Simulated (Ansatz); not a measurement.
# SiH2: taking an electron away

One table from this session's results is given with a row withheld; the runs are named, their logs left out.

The runs use Ansatz 0.2.0, Gaussian basis; unrestricted cation, the program's frozen cores in correlated methods.

Plan: UKS PBE-D4/def2-TZVPP; UKS r2SCAN-D4/def2-TZVPP; UKS PBE0-D4/def2-TZVPP; UKS B3LYP-D4/def2-TZVPP; UKS wB97X-V/def2-TZVPP; UKS wB97M-V/def2-TZVPP; UKS B2PLYP/def2-TZVPP; UHF-CCSD(T)/def2-TZVPP; UHF-CCSD(T)/def2-QZVPP; extrapolation to the limit; then −ε(HOMO) from the neutral's earlier runs with LDA (SPW92), PBE-D4, revPBE-D4, BLYP-D4, r2SCAN-D4, B97M-V, PBE0-D4, B3LYP-D4, r2SCANh-D4, r2SCAN0-D4, HSE06-D4, BHLYP-D4, CAM-B3LYP-D4, LC-ωPBE, ωB97X-V, ωB97M-V.

## Structure used throughout

The geometry comes from an earlier relaxation with PBE0-D4 in a triple-zeta def2 set; it is a stationary point.

SMILES `[SiH2]`, 3 atoms, charge 0, spin multiplicity 1.

Atoms are counted from 1 here; the program's logs count them from 0.

Bond lengths: Si1–H2 1.525 Å, Si1–H3 1.525 Å. Angles: H2–Si1–H3 91.2°.

The first run:

Contents of in.yaml:

```yaml
crystal:
  periodic: [false, false, false]
  atoms:
    - {symbol: Si, position_ang: [-0.491202, 0.468571, -0.213612]}
    - {symbol: H, position_ang: [0.840317, 0.578644, 0.522462]}
    - {symbol: H, position_ang: [-0.349116, -1.047214, -0.308851]}
basis:
  gaussian: {orbitals: def2-TZVPP}
total_charge: 1
magnetization: {spin_polarized: true, initial_magnetization: 1}
hamiltonian: {xc: pbe, dispersion: d4}
```

Command:

```
$ ansatz run in.yaml --threads 2 --pin off --events-out ev --progress --plain --max-ram 32768MiB --backend cpu
```

Among the steps run: Cation, UKS PBE-D4/def2-TZVPP; Cation, UKS r2SCAN-D4/def2-TZVPP; Cation, UKS PBE0-D4/def2-TZVPP; Cation, UKS B3LYP-D4/def2-TZVPP; Cation, UKS wB97X-V/def2-TZVPP; Cation, UKS wB97M-V/def2-TZVPP; Cation, UKS B2PLYP (frozen core)/def2-TZVPP; Cation, UHF-CCSD(T)/def2-TZVPP; Cation, UHF-CCSD(T)/def2-QZVPP.

One table of the session follows, with a row left open; its other results are not shown here.

For comparison, −ε(HOMO) of the neutral from earlier runs:

| functional | −ε(HOMO) (eV) |
| --- | --- |
| LDA (SPW92) | 5.88 |
| PBE-D4 | 5.83 |
| revPBE-D4 | 5.81 |
| BLYP-D4 | 5.72 |
| r2SCAN-D4 | 6.04 |
| B97M-V | 6.14 |
| PBE0-D4 | 6.87 |
| B3LYP-D4 | 6.71 |
| r2SCANh-D4 | 6.42 |
| r2SCAN0-D4 | 7.00 |
| HSE06-D4 | 6.47 |
| BHLYP-D4 | 7.81 |
| CAM-B3LYP-D4 | 8.16 |
| LC-ωPBE | 9.46 |
| ωB97X-V | ? |
| ωB97M-V | 8.96 |

Q: Estimate the row for ωB97X-V from the others.

As computed: −ε(HOMO) (eV): 9.13. In the column «−ε(HOMO) (eV)» it lies between ωB97M-V (8.96) and LC-ωPBE (9.46).

To keep in mind: The cation may have settled in a state other than its lowest; no search over hole states beyond the program's own was made.
